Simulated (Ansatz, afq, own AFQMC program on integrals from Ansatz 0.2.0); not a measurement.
# Where AFQMC and coupled cluster stand for ScH2O⁺, singlet

| atom | x (Å) | y (Å) | z (Å) |
| --- | --- | --- | --- |
| Sc | 0.0000 | 0.0000 | 0.5646 |
| O | 0.0000 | 0.0000 | -1.3454 |
| H | 0.0000 | 0.7836 | -1.9133 |
| H | 0.0000 | -0.7836 | -1.9133 |

Connectivity, by distances: Sc–OH2.

Basis def2-TZVP. Noble-gas cores (and the filled d shells of Ga–Kr and In–Xe) are frozen. AFQMC by an in-house program on the Cholesky factors that Ansatz 0.2.0 writes for its CCSD(T) run. The CISD trial takes its coefficients from CCSD amplitudes. Released means that phaseless walkers are propagated on without the constraint, phases kept. Free projection: walkers drawn from exp(T), propagated without any constraint. Its projection time is finite, and what remains of the start isn't in its error. Uncertainties: one standard error, sampling alone. The metal's outer-core s and p shells are frozen, which shifts wave-function levels against functionals.

Determinant: RHF, the one that the program's search chose, which needn't be the lowest solution. The geometry is a point of a scan.

No full CI on the walks' own integrals is used here; CCSDT(Q) serves as the reference and is uncertain by about the last step of the cluster series.

Cautions: no relativity below Rb; outer-core shells of the metal frozen; higher spins were not checked; restricted determinant unstable towards unrestricted (UHF 781 meV lower, ⟨S²⟩ 1.00); the ph-AFQMC/HF walk drifts between its halves (2.1 errors); CCSDT(Q) on the UHF determinant differs (168 meV lower), perhaps since the unrestricted series falls towards higher spin.

* T1 diagnostic: 0.0216
* weight of the determinant in the CISD state: 0.855
* size of the correlated space: 10 electrons in 78 orbitals

```json
{"level": "MP2", "correlation energy (eV)": "-7.7194"}
{"level": "CCSD", "correlation energy (eV)": "-8.2042"}
{"level": "CCSD(T)", "correlation energy (eV)": "-8.4494"}
```

Q: Estimate where free-projection AFQMC lies against CCSD(T) on the same integrals.

A: 0.24 ± 0.14 kcal/mol below CCSD(T). The gap is under twice the noise, so this walk alone can't tell the two apart.

Reference: CCSDT(Q), correlation energy -8.470 eV. The released energy is read at 2.00 1/Eh, later times being too noisy (meV from the phaseless value at times in 1/Eh: 1 ± 4 at 0.60, 0 ± 4 at 1.20, 4 ± 8 at 2.00, -2 ± 14 at 3.00, 8 ± 22 at 4.20).

```tsv
level	E − E(reference) (kcal/mol)	share of correlation (%)
CCSD(T)	0.47	99.76
CCSDT	0.30	99.85
ph-AFQMC/HF	-3.37 ± 0.66	101.73
ph-AFQMC/CISD	-0.01 ± 0.08	100.01
released AFQMC	0.09 ± 0.18	99.96
free AFQMC	0.23 ± 0.14	99.88
```

Free projections are given only where their last times agree within the noise and don't stop above the reference; a slow remainder of the start can still hide under it. A walk keeps the symmetry of its determinant, which the program's search chose and which needn't be the lowest solution, so a lower state of the same spin and another symmetry isn't excluded. Released energies are given only where the last usable release times agree within the noise; a slower fall can still hide under it.
